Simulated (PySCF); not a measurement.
Computed with PBE0-D4/def2-TZVP (PySCF). All species are isolated molecules in the gas phase. One relaxed conformer stands for a flexible species; it need not be the lowest. 

Reference species (SMILES): `[OH]` (neutral, multiplicity 2).

The highest occupied spin orbital comes out as -9.09 eV.

Changed species: `[CH2][SiH2]O` (radical fragment; the reference has radical fragment).

What does the change do to the highest occupied spin orbital?

the highest occupied spin orbital increases by 2.15 eV, to -6.94 eV.
